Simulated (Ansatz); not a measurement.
# Which is lower?

Two relaxed structures of CH₆NS (charge +1), singlet (PBE0-D4/def2-TZVP; forces vanish, vibrations not checked).

A:

N1  (0.370, -0.517, -0.144)
C2  (-0.685, 0.485, -0.473)
S3  (1.564, -0.021, 1.088)
H4  (-1.299, 0.085, -1.280)
H5  (-0.197, 1.408, -0.776)
H6  (-1.292, 0.653, 0.414)
H7  (0.925, -0.717, -0.981)
H8  (-0.049, -1.408, 0.134)
H9  (0.631, 0.129, 2.047)
(Å)

B:

```json
{"atom": "N1", "x (Å)": "-0.5402", "y (Å)": "0.5638", "z (Å)": "-0.4707"}
{"atom": "C2", "x (Å)": "0.4856", "y (Å)": "-0.4444", "z (Å)": "-0.1712"}
{"atom": "S3", "x (Å)": "1.5765", "y (Å)": "-0.2714", "z (Å)": "1.0540"}
{"atom": "H4", "x (Å)": "-1.1654", "y (Å)": "0.1783", "z (Å)": "-1.1831"}
{"atom": "H5", "x (Å)": "-0.1974", "y (Å)": "1.4637", "z (Å)": "-0.8321"}
{"atom": "H6", "x (Å)": "-1.1336", "y (Å)": "0.7620", "z (Å)": "0.3388"}
{"atom": "H7", "x (Å)": "0.8367", "y (Å)": "-1.0026", "z (Å)": "-1.0235"}
{"atom": "H8", "x (Å)": "2.1241", "y (Å)": "0.9884", "z (Å)": "1.1668"}
{"atom": "H9", "x (Å)": "0.8816", "y (Å)": "-0.1416", "z (Å)": "2.2131"}
```

Program: Ansatz 0.2.0. Basis: def2-TZVPP. Cores are frozen in the correlated methods. B3LYP uses VWN-RPA correlation.

(1) Which structure is lower at CCSD(T), and by how much? (To be estimated.)

No T1 diagnostic of these runs exceeds 0.011.

Answers

(1) The calculation gives: A, by 43.05 kcal/mol (electronic energy, against the other). By their contacts, A is CH₆NS ([CH3][NH2][SH]), total charge +1 and B is CH₆NS ([NH3][CH][SH2]), total charge +1.

All methods give the same order:

```
   method  E(B) − E(A) (kcal/mol)
   PBE-D4                   35.15
r2SCAN-D4                   36.74
  PBE0-D4                   36.93
 B3LYP-D4                   39.36
  wB97M-V                   40.35
       HF                   46.53
      MP2                   41.30
     CCSD                   43.79
  CCSD(T)                   43.05
```

Labels in which every atom is bracketed show which atoms are joined, not bond orders.

For scale, one of the runs: CCSD(T)/def2-TZVPP, 188 basis functions, launched by `ansatz run in.yaml --threads 2 --pin off --events-out ev --progress --plain --max-ram 4352MiB`. Hardware: 2 CPU threads of an AMD EPYC 9B45, shared host. Wall time 12 s; peak host memory 2 GiB.
